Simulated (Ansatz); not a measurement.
Single points on B3H6.

```yaml
crystal:
  periodic: [false, false, false]
  atoms:
    - {symbol: B, position_ang: [-0.452594, -0.693329, -0.166914]}
    - {symbol: B, position_ang: [0.957754, 0.115556, 0.450808]}
    - {symbol: B, position_ang: [-0.210619, 1.028991, -0.175267]}
    - {symbol: H, position_ang: [-0.368391, -1.301718, -1.211527]}
    - {symbol: H, position_ang: [-0.258495, 2.210225, -0.282872]}
    - {symbol: H, position_ang: [1.994270, 0.449466, 0.923427]}
    - {symbol: H, position_ang: [0.826953, -1.129265, 0.477852]}
    - {symbol: H, position_ang: [-1.244036, 0.489889, -0.632075]}
    - {symbol: H, position_ang: [-1.244841, -1.169805, 0.616569]}
basis:
  gaussian: {orbitals: def2-TZVPD, initial_orbitals: start.molden}
magnetization: {spin_polarized: true, initial_magnetization: 1}
hamiltonian: {xc: pbe0, dispersion: d4}
scf: {omitted_lower_state_checks: [starts]}
output: {orbitals: {seedname: orbitals}}
```

The file start.molden holds the orbitals of an earlier run on this structure, at another level or in another basis.

```sh
$ ansatz run in.yaml --threads 4 --pin off --events-out ev --progress --plain --max-ram 3916MiB
```

It prints (some lines left out):

```
Functional definition: PBE0
801 factors; their error is unknown
mean field evaluation 1: about -2121.6253 eV, gradient 1.6e0 eV
mean field evaluation 2: about -2121.6315 eV, gradient 7.6e-3 eV
mean field evaluation 4: about -2121.6256 eV, gradient 1.2e-4 eV
mean field -2121.62563826 eV, -77.9683041164 hartree, gradient 1.7e-5 eV, S^2 0.754350; 0 other end points of the search recorded, 0 dependent functions left out
reference -2121.62567466 eV, -77.9683054544 hartree; 11, 10 occupied and 154, 155 virtual orbitals, 801 factors
Total energy: -2121.72092548 eV, -77.9718058571 hartree
Checks for a lower state left out: starts
```

It took 2.1 s on 4 threads of Arm Neoverse V1 on a shared host.

Geometry: PBE-D4/def2-TZVP.

The structure comes from a short search, and lower isomers may exist.
